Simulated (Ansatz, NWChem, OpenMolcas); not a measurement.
A ladder of methods for C2H3F3 (1,1,1-trifluoroethane)

C2H3F3: 8 atoms, total charge 0, spin state singlet. As SMILES, `CC(F)(F)F`. The shape is that of a PBE0-D4/def2-TZVP optimisation.

Quantity: the atomisation enthalpy at 298 K, in kJ/mol. The values are calculated. The thermal term (zero-point and 298 K enthalpy, harmonic and unscaled) is that of PBE0-D4/def2-TZVP; the spin-orbit lowering of the free atoms at 298 K, 3.9 kJ/mol by their spectra, is taken off.

(1) The value from experiment is 3070 kJ/mol (CRC Handbook of Chemistry and Physics). From what is known of these methods, estimate their order from the nearest to it to the farthest.
A. wB97X/cc-pVDZ (NWChem)
B. M06-L/cc-pVDZ (OpenMolcas)
C. CCSD(T)/cc-pVDZ (NWChem)
D. r2SCAN/cc-pVDZ (OpenMolcas)
E. BHLYP/cc-pVDZ (NWChem)

Answers

(1) D (3063 kJ/mol, -7), A (3050 kJ/mol, -20), B (3018 kJ/mol, -52), E (2873 kJ/mol, -197), C (2819 kJ/mol, -251).
